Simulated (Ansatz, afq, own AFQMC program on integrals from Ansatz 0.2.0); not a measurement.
MgSi, singlet in cc-pVDZ, levels against full CI

```
atom   x (Å)   y (Å)   z (Å)
  Si  0.0000  0.0000  0.0000
  Mg  0.0000  0.0000  2.5324
```

Basis cc-pVDZ. Noble-gas cores (and the filled d shells of Ga–Kr and In–Xe) are frozen. Ansatz 0.2.0 and our own AFQMC program on the same integrals; the CISD trial comes from CCSD amplitudes, and released means the phaseless constraint is let go. Uncertainties: one standard error, sampling alone.

Determinant: RHF, the one that the program's search chose, which needn't be the lowest solution. The geometry is a point of a scan.

Full CI on the same integrals is exact in this basis and with this determinant's frozen core.

Cautions: higher spins were not checked; restricted determinant unstable towards unrestricted (UHF 1.47 eV lower, ⟨S²⟩ 1.69); strong correlation (T1 0.036, weight of the determinant 0.80, largest double 0.20); the CCSDT(Q) amplitudes may be one of several solutions (largest double 0.66); the CCSDTQ amplitudes may be one of several solutions (largest double 0.86); the released energies are still falling, so no released level is given (meV from the phaseless value at times in 1/Eh: -12 ± 4 at 0.24, -22 ± 3 at 0.51, -31 ± 3 at 0.99, -44 ± 4 at 1.62, -49 ± 4 at 2.40); the ph-AFQMC/CISD walk drifts between its halves (2.8 errors); the determinant fills πx and πy unequally, so it mixes two states of the linear molecule, and each level undoes that mixture to a different degree, while full CI gives the lower state, and by Hund's rule a triplet of that filling probably lies lower still; CCSDTQ on the UHF determinant differs (850 meV lower), perhaps since the unrestricted series falls towards higher spin.

```
T1 diagnostic                               : 0.0357
weight of the determinant in the CISD state : 0.803
size of the correlated space                : 6 electrons in 26 orbitals
```

Reference: full CI, correlation energy -3.982 eV. The cautions show a poor starting determinant, so the rows tell how each method copes with it here, and full CI is the sure value.

```
        level  E − E(reference) (meV)  share of correlation (%)
           HF                  3982.5                      0.00
          MP2                  1236.7                     68.95
         CCSD                   418.5                     89.49
      CCSD(T)                   209.7                     94.74
        CCSDT                    76.6                     98.08
     CCSDT(Q)                     4.4                     99.89
       CCSDTQ                     2.6                     99.93
  ph-AFQMC/HF            282.0 ± 20.3                     92.92
ph-AFQMC/CISD             191.0 ± 3.9                     95.20
```

CCSDT and higher add their correlation energy to the determinant of the CCSD(T) run, since their own runs factorise the integrals more tightly (a shift of under 2 meV).
